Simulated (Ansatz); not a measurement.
Basis-set extrapolation for `[CH2]COC` radical (PBE0-D4/def2-TZVP geometry, frozen core, Ansatz). Multiplicity 2, UHF reference.

```
                     cc-pV(T+d)Z  cc-pV(Q+d)Z
                 HF  -192.545327  -192.559111
    MP2 correlation    -0.731895    -0.782487
CCSD(T) correlation    -0.801440      not run
```

Energies in hartree. Use E(X) = E(∞) + A·exp(−5.46·√X) for Hartree–Fock and E(X) = E(∞) + B·X^(−3.05) for correlation, with X = 3 and 4, and add CCSD(T) minus MP2 of the smaller set to the MP2 limit.

What is the CCSD(T) energy at the basis-set limit?

HF limit: -192.559111 + (-0.013784) × 0.30130 = -192.56326. MP2 limit: -0.782487 + (-0.050592) × 0.71189 = -0.81850. Higher-order term: -0.801440 − (-0.731895) = -0.06955. Total: -193.45131 hartree, 2.84 eV below CCSD(T)/cc-pV(T+d)Z.
